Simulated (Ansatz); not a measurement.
Gd2ZrS5 (Pnma, No. 62; cell taken from a computed entry) was calculated with PBE0 (plane waves, PAW; Ansatz, an electronic-structure program).

Run with plane-wave cutoff 460 eV, 2×4×4 k mesh (along the axes of the cell as run), Fermi–Dirac smearing 0.01 eV, spin-polarised start, scalar-relativistic PAW data made under PBE.

Cell (relaxed with PBEsol):

```cif
data_Gd8S20Zr4
_chemical_formula_sum 'Gd8 Zr4 S20'
_space_group_name_H-M_alt 'P 1'
_space_group_IT_number 1
_cell_length_a 11.36177
_cell_length_b 7.75687
_cell_length_c 7.18885
_cell_angle_alpha 90.000
_cell_angle_beta 90.000
_cell_angle_gamma 90.000
loop_
_space_group_symop_operation_xyz
  'x, y, z'
loop_
_atom_site_label
_atom_site_type_symbol
_atom_site_fract_x
_atom_site_fract_y
_atom_site_fract_z
_atom_site_occupancy
Gd1 Gd 0.67759 0.49818 0.52960 1
Gd2 Gd 0.32241 0.50182 0.47040 1
Gd3 Gd 0.82241 0.50182 0.02960 1
Gd4 Gd 0.17759 0.49818 0.97040 1
Gd5 Gd 0.17759 0.00182 0.97040 1
Gd6 Gd 0.82241 0.99818 0.02960 1
Gd7 Gd 0.32241 0.99818 0.47040 1
Gd8 Gd 0.67759 0.00182 0.52960 1
Zr1 Zr 0.50847 0.75000 0.07854 1
Zr2 Zr 0.49153 0.25000 0.92146 1
Zr3 Zr 0.99153 0.25000 0.57854 1
Zr4 Zr 0.00847 0.75000 0.42146 1
S1 S 0.40993 0.96043 0.83444 1
S2 S 0.59007 0.03957 0.16556 1
S3 S 0.09007 0.03957 0.33444 1
S4 S 0.90993 0.96043 0.66556 1
S5 S 0.90993 0.53957 0.66556 1
S6 S 0.09007 0.46043 0.33444 1
S7 S 0.59007 0.46043 0.16556 1
S8 S 0.40993 0.53957 0.83444 1
S9 S 0.68420 0.75000 0.83625 1
S10 S 0.31580 0.25000 0.16375 1
S11 S 0.81580 0.25000 0.33625 1
S12 S 0.18420 0.75000 0.66375 1
S13 S 0.50327 0.75000 0.45032 1
S14 S 0.49673 0.25000 0.54968 1
S15 S 0.99673 0.25000 0.95032 1
S16 S 0.00327 0.75000 0.04968 1
S17 S 0.29030 0.75000 0.18575 1
S18 S 0.70970 0.25000 0.81425 1
S19 S 0.20970 0.25000 0.68575 1
S20 S 0.79030 0.75000 0.31425 1
```

Task: Estimate the band gap that the calculation returns.

Result: 
band gap: 2.43 eV (on the SCF k mesh)

Note: the magnetic order was assumed, not searched for or taken from measurement; the state of the 4f shell is in doubt; cell and atoms aren't relaxed at this level (largest force component 0.08 eV/Å, pressure 3.5 GPa).

Spin–orbit coupling is not included.
